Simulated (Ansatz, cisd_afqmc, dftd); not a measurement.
Barrier from CH3ClF- (complex or saddle point, singlet) to the saddle point below; all geometries are those of the NHTBH38 set.
```xyz
6

F      0.0000     0.0000    -2.5379
C      0.0000     0.0000    -0.4884
H      0.0000     1.0621    -0.6150
H     -0.9198    -0.5310    -0.6150
H      0.9198    -0.5310    -0.6150
Cl     0.0000     0.0000     1.6245
```
Charge -1, spin multiplicity 1.

Property: barrier height (electronic, no zero-point energy), in kcal/mol. Radicals and triplets start from unrestricted determinants; spin-orbit coupling is neglected. Cores are frozen in correlated methods. Rows without X2C or -DK are non-relativistic. AFQMC is phaseless with a CISD trial state; ± is one standard error, without the phaseless bias. Outlying blocks are dropped, and bars are widened where a walk drifts. Over all cases where full CI ran beside it in this data, AFQMC minus full CI had a median of +0.1 mEh and passed +0.4 mEh in a tenth of the cases. CBS(X,Y): correlation extrapolated as X^-3, Hartree-Fock from the larger set. A bracket is a step between two methods taken in the basis named. Functionals run without relativity, which enters their misses. '+ core + X2C': CCSD(T) terms for core correlation (cc-pwCVTZ, 1s frozen past Ne) and scalar relativity (cc-pVTZ-DK). def2-TZVPD holds few diffuse functions, which lowers the functionals' binding of the extra electron.

Published benchmark value: 29.6 kcal/mol (Zhao et al., NHTBH38), a best estimate, not a measurement.

```csv
level,program,barrier height (kcal/mol),difference against that value
HF/aug-cc-pV(Q+d)Z,Ansatz,41.4,11.8
PBE-D3(BJ)/def2-TZVPD,Ansatz + dftd3,20.7,-8.9
PBE-D4/def2-TZVPD,Ansatz + dftd4,20.7,-8.9
CAM-B3LYP-D3(BJ)/def2-TZVPD,Ansatz + dftd3,29.0,-0.6
CAM-B3LYP-D4/def2-TZVPD,Ansatz + dftd4,29.0,-0.6
CAM-B3LYP/def2-TZVPD,Ansatz,29.2,-0.4
wB97X-V/def2-TZVPD,Ansatz,30.3,0.7
MP2/aug-cc-pV(D+d)Z,Ansatz,27.9,-1.7
MP2/aug-cc-pV(Q+d)Z,Ansatz,28.8,-0.8
CCSD/aug-cc-pV(T+d)Z,Ansatz,31.7,2.1
CCSD/aug-cc-pV(Q+d)Z,Ansatz,32.5,2.9
AFQMC/CISD/aug-cc-pV(T+d)Z,cisd_afqmc,28.1 ± 0.4,-1.5
"CCSD(T)/CBS(aug-cc-pV(T+d)Z,aug-cc-pV(Q+d)Z) + [AFQMC/CISD - CCSD(T)]/aug-cc-pV(T+d)Z + core + X2C",Ansatz + cisd_afqmc,29.4 ± 0.4,-0.2
```

Ansatz is a first-principles code.
